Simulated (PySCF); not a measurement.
# Potential energy of LiP along the bond

Set-up: basis Li def2-SVPD, P def2-SVPD; no relativity; PySCF 2.14. Energies in eV from Li + P in their ground configurations at the same level. State: ³Σ⁻ (triplet), unpaired electrons π ↑↑.

All columns are PBE0. A positive dipole means Li(−)P(+).

```
R (Å)  E (eV)  μ (D)  Mulliken charge on Li (basis-dependent)  HOMO (eV)  LUMO (eV)  Mayer bond order  ⟨S²⟩
2.005  -1.415  -6.01                                     0.47      -4.77      -1.99              0.92  2.00
2.098  -1.633  -6.17                                     0.47      -4.76      -1.88              0.92  2.00
2.191  -1.755  -6.34                                     0.45      -4.73      -1.79              0.93  2.01
2.261  -1.799  -6.46                                     0.44      -4.70      -1.72              0.93  2.01
2.331  -1.811  -6.58                                     0.43      -4.67      -1.66              0.94  2.01
2.401  -1.798  -6.70                                     0.41      -4.63      -1.61              0.95  2.01
2.494  -1.750  -6.85                                     0.39      -4.58      -1.55              0.95  2.01
2.611  -1.656  -7.01                                     0.37      -4.51      -1.60              0.96  2.01
2.751  -1.511  -7.16                                     0.34      -4.43      -1.68              0.96  2.02
2.937  -1.293  -7.23                                     0.31      -4.32      -1.85              0.94  2.05
```

A fit through these points gives, at Re = 2.327 Å, μ = -6.57 D and dμ/dR = -1.70 D/Å; the reduced mass is 5.72 u.

Q: How strong is the fundamental in the double-harmonic approximation, I = 42.26·(dμ/dR)²/μred km/mol?

A: I = 42.26·(-1.70)²/5.72 = 21.4 km/mol at PBE0.

The state is the lowest determinant that a PBE0 search found; another state may lie lower at other levels.
